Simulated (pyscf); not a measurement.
## Hydrogen abstraction: F–Si(SiH₃)(SiH₃)–SiH₃ + methyl (CH₃•) → F–Si(SiH₂•)(SiH₃)–SiH₃ + methane (CH₄)

Gas phase, doublet surface, charge 0. Bonds broken: Si3–H6. Bonds formed: H6–C15. PySCF, gas phase, ωB97X-D3(BJ)/def2-SVP geometries.

Transition state (Å):

```xyz
18

F     -1.2866     0.2608     2.5401
Si    -1.0840     0.6469     0.9499
Si    -0.7830    -1.3066    -0.2832
Si    -2.9397     1.8475     0.2023
Si     0.8408     1.9476     0.7211
H      0.5528    -2.0236     0.2047
H     -1.9556    -2.2249    -0.1658
H     -0.6215    -0.9075    -1.7164
H     -2.6843     2.2101    -1.2247
H     -4.1812     1.0236     0.2798
H     -3.1284     3.0987     0.9937
H      2.0418     1.2003     1.1993
H      0.7321     3.2315     1.4737
H      1.0098     2.2491    -0.7328
C      1.9921    -2.6464     0.7027
H      1.6502    -3.4520     1.3602
H      2.4300    -1.7701     1.1919
H      2.4385    -2.9479    -0.2502
```

One imaginary mode, 828i cm⁻¹; descent along it reached the two sides named.

```csv
bond,change,reactant side (Å),saddle,product side
Si3–H6,breaks,1.490,1.593,3.3
H6–C15,forms,3.0,1.645,1.099
```

Electronic energies relative to the separated reactants (kcal/mol):

| level | barrier | reaction energy | reverse barrier |
|---|---|---|---|
| ωB97X-D3(BJ)/def2-TZVP | 5.2 | -20.0 | 25.3 |
| PBE/def2-TZVP | 0.3 | -23.4 | 23.7 |
| r²SCAN/def2-TZVP | 3.7 | -20.0 | 23.7 |
| B3LYP-D3(BJ)/def2-TZVP | 3.3 | -20.3 | 23.6 |
| PBE0-D3(BJ)/def2-TZVP | 2.4 | -21.7 | 24.1 |
| M06-2X/def2-TZVP | 6.1 | -22.4 | 28.5 |
| ωB97M-D3(BJ)/def2-TZVP | 6.1 | -19.9 | 26.0 |
| HF/def2-TZVP | 18.4 | -12.3 | 30.6 |

With ωB97M-D3(BJ)/def2-TZVP energies and thermal terms (ideal gas, 1 atm, RRHO with modes under 100 cm⁻¹ raised to 100, one conformer, R ln 2 for chiral ones without a mode under 150 cm⁻¹), in kcal/mol:

```tsv
T (K)	ΔH‡	ΔG‡	ΔH	ΔG
298	5.8	14.9	-16.5	-16.7
600	6.2	24.1	-17.2	-16.7
900	6.9	32.9	-17.7	-16.4
1200	7.6	41.5	-18.1	-15.9
```

F–Si(SiH₂•)(SiH₃)–SiH₃ lies 8.3 kcal/mol over its isomer F–SiH₂–Si•(SiH₃)–SiH₃ (electronic energy, ωB97M-D3(BJ)/def2-TZVP). This is the saddle that the search found; another between the same sides may lie lower. The angle at the transferred H is 175°.
